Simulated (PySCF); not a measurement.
Method: PBE0-D3(BJ)/def2-TZVP run with PySCF 2.14.0. All species are isolated molecules in the gas phase. 

Reference species (SMILES): `C1C(C)C1` (neutral, multiplicity 1).

```yaml
dipole_moment: 0.14 D
HOMO: -7.89 eV
```

Changed species: `C=C(C)C`.

Question: Predict the effect on the dipole moment and HOMO.

Answer: the dipole moment rises by 0.44 D, to 0.58 D; the HOMO rises by 0.85 eV, to -7.04 eV.
